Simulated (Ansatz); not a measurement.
Antifluorite Mg2Si was calculated with HSE06 (PAW; Ansatz, a quantum-chemistry and plane-wave program).

Total energies, extrapolated to zero smearing (they compare only within this program, potentials and cutoff):

```tsv
system	energy (eV/atom)
antifluorite Mg2Si, relaxed	-1495.0024
hcp Mg	-1924.0741
diamond-structure Si	-636.2924
```

Question: Work out the formation enthalpy per atom.

Answer: ΔH_f ≈ ΔE = -1495.0024 − [2 × (-1924.0741) + 1 × (-636.2924)]/3 = -0.189 eV/atom (0 K, no vibrations). The reference value is -0.269 eV/atom (measured, 298 K, copied from a table, unchecked, not corrected to a static lattice; as tabulated in Wang et al. (2021), doi:10.1038/s41598-021-94550-5), a difference of +0.080 eV/atom.

The PAW data were made under PBE.
